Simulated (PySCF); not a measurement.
Homolysis of single bonds, series B SiH3-H. Isolated molecules, 0 K electronic values unless said otherwise. Strings in code marks are SMILES.

The highest occupied spin orbital from two functionals at the same geometries (M06-2X/def2-TZVP), both in PySCF: PBE-D3(BJ)/def2-TZVP and B3LYP-D3(BJ)/def2-TZVP. B3LYP has the VWN-RPA correlation part, as in Gaussian. 

```
species                               PBE-D3(BJ)/def2-TZVP (eV)  B3LYP-D3(BJ)/def2-TZVP (eV)
------------------------------------  -------------------------  ---------------------------
radical fragment (`[SiH3]`)                               -5.33                        -6.11
radical fragment (`[SiH3][B][SiH3]`)                      -4.53                        -5.37
radical fragment (`[BH][SiH3]`)                           -4.76                        -5.65
radical fragment (`[BH2]`)                                -4.96                        -5.92
```

Over these rows, drawn at random from the members with no instability flagged (it was tested for open shells, ions and some series alone), PBE minus B3LYP-D3(BJ): mean +0.86 eV, from +0.78 eV to +0.96 eV.
